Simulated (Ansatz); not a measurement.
**CH2OS2: small, medium and large basis sets**

The task here is to estimate one member of a computed series from the others.

Method: one geometry, several basis sets; program: Ansatz 0.2.0, Gaussian basis.

Levels to be run: PBE0-D4/def2-SVP; ωB97M-V/def2-SVP; PBE0-D4/def2-QZVPP; ωB97M-V/def2-QZVPP; the functionals' def2-TZVPP values are taken from earlier runs.

**The relaxed structure**

The geometry comes from an earlier relaxation with PBE0-D4 in a triple-zeta def2 set; it is a stationary point.

SMILES `OC(=S)S`, 6 atoms, charge 0, spin multiplicity 1.

Atoms are counted from 1 here; the program's logs count them from 0.

Bond lengths: O1–C2 1.332 Å, O1–H5 0.970 Å, C2–S3 1.627 Å, C2–S4 1.734 Å, S4–H6 1.346 Å. Angles: C2–O1–H5 106.4°, O1–C2–S3 124.6°, O1–C2–S4 113.2°, S3–C2–S4 122.2°, C2–S4–H6 96.7°.

Geometry (Å):

```xyz
6
CH2OS2
O     0.7594    0.4281   -0.6172
C     0.0754   -0.2968    0.2664
S     0.7318   -1.4144    1.2501
S    -1.6212    0.0630    0.2783
H     1.6854    0.1500   -0.5416
H    -1.5887    1.0060   -0.6821
```

The first run:

Input file in.yaml:

```yaml
crystal:
  periodic: [false, false, false]
  atoms:
    - {symbol: O, position_ang: [0.759351, 0.428115, -0.617175]}
    - {symbol: C, position_ang: [0.075389, -0.296784, 0.266394]}
    - {symbol: S, position_ang: [0.731783, -1.414396, 1.250139]}
    - {symbol: S, position_ang: [-1.621214, 0.063015, 0.278337]}
    - {symbol: H, position_ang: [1.685418, 0.150005, -0.541565]}
    - {symbol: H, position_ang: [-1.588727, 1.006047, -0.682127]}
basis:
  gaussian: {orbitals: def2-SVP}
hamiltonian: {xc: pbe0, dispersion: d4}
output: {orbitals: {seedname: orbitals}}
```

On the command line:

```console
$ ansatz run in.yaml --threads 2 --pin off --events-out ev --progress --plain --max-ram 4352MiB
```

Steps of the session up to this table: PBE0-D4 in def2-SVP; ωB97M-V in def2-SVP; PBE0-D4 in def2-QZVPP; ωB97M-V in def2-QZVPP.

One table of the session follows, with a row left open; its other results are not shown here.

It belongs to the step «Functionals by basis». 

| functional | basis | HOMO (eV) |
| --- | --- | --- |
| PBE0-D4 | def2-SVP | -6.87 |
| PBE0-D4 | def2-TZVPP | ? |
| PBE0-D4 | def2-QZVPP | -7.07 |
| ωB97M-V | def2-SVP | -8.99 |
| ωB97M-V | def2-TZVPP | -9.20 |
| ωB97M-V | def2-QZVPP | -9.25 |

Estimate the missing values for PBE0-D4, def2-TZVPP.

**Answer.** HOMO (eV): -7.03. In the column «HOMO (eV)» it lies between PBE0-D4, def2-QZVPP (-7.07) and PBE0-D4, def2-SVP (-6.87).
